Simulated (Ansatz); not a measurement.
**BH₂⁻, singlet along the angle H2-B1-H3**

Starting geometry (PBE0/def2-TZVPD stationary point for this spin, not checked as a minimum):

```yaml
atoms:
  - { symbol: B, position_ang: [0.0000, -0.1234, 0.0000] }
  - { symbol: H, position_ang: [0.0000, 0.6616, -0.9691] }
  - { symbol: H, position_ang: [0.0000, 0.6616, 0.9691] }
```

From there the angle named below is changed in its plane at fixed bond lengths, both arms turning rigidly about the middle atom; atoms are numbered as listed. Energies are in kcal/mol, counted from the starting geometry at the same level.

Basis 6-31++G** (Cartesian d functions); Ansatz 0.2.0. Correlated methods freeze the noble-gas cores. Prefix R: restricted or restricted open-shell reference. Active spaces: valence = (6e, 6o) chosen from the atoms' valence shells.

The determinant at some points fills πx and πy unequally, so it is a mixture of Σ and Δ, which weighs on every level built on one determinant. Runs in a small pair space aren't shown, since their orbitals change along the scan. A value is left out where its run failed or describes another state than the reference as far as symmetry and spin tell, or, spin-broken singlets apart, can't be checked.

Full CI is exact within this basis and frozen core; it isn't the basis-set limit.

| angle H2-B1-H3 (°) | full CI | unpaired electrons (full CI) | error RHF | error RMP2 | error CISD | error RCCSDT | error RCCSDT(Q) | error MRCISD+Q (valence space) |
| --- | --- | --- | --- | --- | --- | --- | --- | --- |
| 67.4 | 18.4 | 0.09 | 2.9 | 0.3 | 0.3 | 0.0 | 0.0 | 0.2 |
| 91.4 | 2.2 | 0.10 | 0.2 | 0.0 | -0.1 | 0.0 | 0.0 | 0.0 |
| 102.0 | 0.0 | 0.11 | 0.0 | 0.0 | 0.0 | 0.0 | 0.0 | 0.0 |
| 108.6 | 0.0 | 0.12 | 0.0 | 0.0 | 0.1 | 0.0 | 0.0 | 0.0 |
| 118.9 | 1.9 | 0.13 | 0.3 | 0.1 | 0.3 | 0.0 | 0.0 | 0.0 |
| 144.0 | 12.7 | 0.27 | 1.0 | 0.6 | 1.0 | 0.1 | 0.0 | – |
| 154.6 | 17.9 | 0.52 | 1.2 | 0.9 | 1.5 | 0.2 | 0.0 | -0.2 |
| 180.0 | 23.5 | 2.03 | 2.3 | 2.9 | 3.5 | 0.5* | -0.2* | -0.2 |

An asterisk marks runs whose energy the program itself flagged as in doubt.

Unpaired electrons are Σ n²(2−n)² over natural occupations. Errors are those of relative energies. In total energy the starting point itself misses full CI by: RHF 76.4, RMP2 16.8, CISD 5.8, RCCSDT 0.1, RCCSDT(Q) 0.0, MRCISD+Q (valence space) 0.1 kcal/mol.

Spread of the error over the points with a reference, to 180.0 ° (largest less smallest): RCCSDT(Q) 0.2, MRCISD+Q (valence space) 0.4 (7 of 8 points), RCCSDT 0.5, RHF 2.9, RMP2 2.9, CISD 3.6 kcal/mol.
